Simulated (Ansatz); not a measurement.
System: hcp Y. Method: PBE (PAW; Ansatz, an electronic-structure program).

Numerical settings: plane-wave cutoff 500 eV, 24×24×14 k mesh (along the axes of the cell as run), Fermi–Dirac smearing 0.1 eV, scalar-relativistic PAW data made under PBE.

Computed at the level's own relaxed cell.

Question: Give the computed equilibrium volume per atom, lattice parameter a and lattice parameter c.

Answer: 
equilibrium volume per atom: 32.94 Å³/atom
lattice parameter a: 3.653 Å
lattice parameter c: 5.703 Å

Measured, for comparison: lattice constant a 3.648 Å, lattice parameter c 5.732 Å (293 K, no zero-point or thermal correction; as tabulated in Wikipedia's data pages). Computed (rounded) less measured: lattice constant a +0.1 %, lattice parameter c -0.5 %. A static lattice is as a rule a little smaller and stiffer than an uncorrected measurement, which narrows the difference in the lattice parameter c and would widen misses of the other sign.

Static lattice: no zero-point or thermal effects.

The result took roughly 2.6 core-minutes.
